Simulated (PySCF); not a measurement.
A geometry optimisation, step by step.

Compound: CH5AlS.
Atom-mapped SMILES: `[CH3:1][S:2][AlH2:3]` (hydrogens: H4, H5, H6 on C1; H7, H8 on Al3)

Method: PBE0-D3(BJ)/def2-SVP geometry optimisation, gas phase in PySCF 2.14.0; density fitting, grid level 1; the optimiser is geomeTRIC in internal coordinates, started from a GFN2-xTB structure with every atom displaced at random (about 0.01 Å). The frame can shift and turn from step to step; on so coarse a grid that alone can change the energy by a few meV, and forces under 0.02 eV/Å are noise.

Step 0: E = -18536.8434 eV, largest atomic force 1.178 eV/Å
```
atom  x, y, z in Å  |  force x, y, z in eV/Å
C1     -1.327   -0.080    0.084   -0.086   0.941  -0.703
S2     -0.086   -1.365   -0.210    0.496  -0.102  -0.002
Al3     1.654   -0.050   -0.133    0.119  -0.423  -0.039
H4     -0.839    0.924    0.199   -0.515  -0.612  -0.027
H5     -2.017   -0.049   -0.787    0.234   0.064   0.340
H6     -1.904   -0.313    0.973   -0.194  -0.082   0.417
H7      3.125   -0.551   -0.297    0.245  -0.348  -0.083
H8      1.449    1.465    0.119   -0.299   0.562   0.097
```

Step 1: E = -18536.9336 eV, largest atomic force 0.137 eV/Å
```
atom  x, y, z in Å  |  force x, y, z in eV/Å
C1     -1.376   -0.075    0.078    0.009   0.033  -0.125
S2     -0.029   -1.284   -0.199   -0.027   0.038   0.024
Al3     1.737   -0.018   -0.129    0.122   0.014   0.018
H4     -0.998    0.949    0.209    0.005  -0.035   0.002
H5     -2.048   -0.097   -0.791    0.009   0.005   0.023
H6     -1.943   -0.363    0.972   -0.005  -0.046   0.065
H7      3.170   -0.663   -0.314   -0.022  -0.110  -0.023
H8      1.542    1.532    0.122   -0.090   0.101   0.016
```

Step 2: E = -18536.9391 eV, largest atomic force 0.094 eV/Å
```
atom  x, y, z in Å  |  force x, y, z in eV/Å
C1     -1.378   -0.077    0.074   -0.020  -0.027  -0.008
S2     -0.017   -1.270   -0.199   -0.007   0.061   0.008
Al3     1.743    0.004   -0.119    0.091  -0.017  -0.015
H4     -1.009    0.949    0.209   -0.003   0.002   0.003
H5     -2.050   -0.105   -0.793   -0.005   0.003   0.005
H6     -1.937   -0.378    0.970   -0.002   0.004   0.000
H7      3.145   -0.706   -0.318   -0.008  -0.011   0.002
H8      1.558    1.564    0.124   -0.047  -0.017   0.006
```

Step 3: E = -18536.9402 eV, largest atomic force 0.041 eV/Å
```
atom  x, y, z in Å  |  force x, y, z in eV/Å
C1     -1.381   -0.075    0.073    0.001  -0.024   0.016
S2     -0.015   -1.261   -0.201   -0.019   0.032  -0.004
Al3     1.753    0.003   -0.121    0.041   0.005   0.001
H4     -1.018    0.953    0.208    0.004   0.006   0.001
H5     -2.056   -0.106   -0.792    0.000  -0.003  -0.004
H6     -1.937   -0.379    0.971    0.004   0.005  -0.009
H7      3.152   -0.715   -0.317   -0.012  -0.002   0.000
H8      1.558    1.561    0.126   -0.018  -0.020   0.000
```

Step 4: E = -18536.9404 eV, largest atomic force under 0.02 eV/Å
```
atom  x, y, z in Å  |  force x, y, z in eV/Å
C1     -1.382   -0.073    0.073    0.008  -0.002   0.006
S2     -0.015   -1.256   -0.204   -0.005  -0.001  -0.008
Al3     1.757    0.001   -0.121    0.002   0.004   0.002
H4     -1.019    0.955    0.208   -0.001   0.000  -0.001
H5     -2.058   -0.105   -0.792   -0.001   0.002   0.000
H6     -1.936   -0.378    0.972   -0.001   0.002  -0.001
H7      3.153   -0.721   -0.317   -0.002  -0.002   0.000
H8      1.555    1.557    0.129   -0.001  -0.004   0.003
```

Problem. Summarise the path.

Solution. The energy falls by 2.24 kcal/mol from step 0 to step 4; nine tenths of that is first reached at step 1. It falls at every step. The largest force goes from 1.178 to under 0.02 eV/Å. Among the bonds Al3–H8 changes most, from 1.549 to 1.589 Å; the atoms move by 0.126 Å rms after alignment.

The cost below is that of the whole optimisation. Hardware: Arm Neoverse V1, one thread, shared host. Cost: 7.3 s of wall time, 0.32 GiB resident at most.
